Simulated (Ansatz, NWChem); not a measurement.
## Predicting a hybrid from its neighbours: C2F2

The species is C2F2 (4 atoms), meant as a singlet with charge 0. As SMILES, `FC#CF`. Geometry: relaxed at PBE0-D4/def2-TZVP.

The vertical energy of the triplet above the singlet y, in eV, basis cc-pVTZ; a is the functional's share of exact exchange. Programs: Ansatz 0.2.0, NWChem 7.3.0.

| functional | program | a | y (eV) |
| --- | --- | --- | --- |
| TPSS | NWChem | 0 | 6.02 |
| revPBE | Ansatz | 0 | 5.99 |
| B3LYP | Ansatz | 0.2 | ? |
| PBE0 | Ansatz | 0.25 | 6.37 |
| BHLYP | Ansatz | 0.5 | 6.71 |

Task: Fit y = c + s·a to the known rows and predict B3LYP.

Result: 
1. Means of the 4 rows: a = 0.1875, y = 6.272.
2. Σ(Δa)² = 0.17188, Σ(Δa·Δy) = 0.24313, so the slope is 0.24313/0.17188 = 1.4145.
3. Intercept: 6.272 − (1.4145) × 0.1875 = 6.007. The largest residual of the fit is 0.017.
4. B3LYP: 6.007 + (1.4145) × 0.2 = 6.29 eV.

The run gave 6.36 eV, so the prediction is off by -0.07 eV, more than the largest residual. The rows mix families of semi-local functionals, which the line can't see.
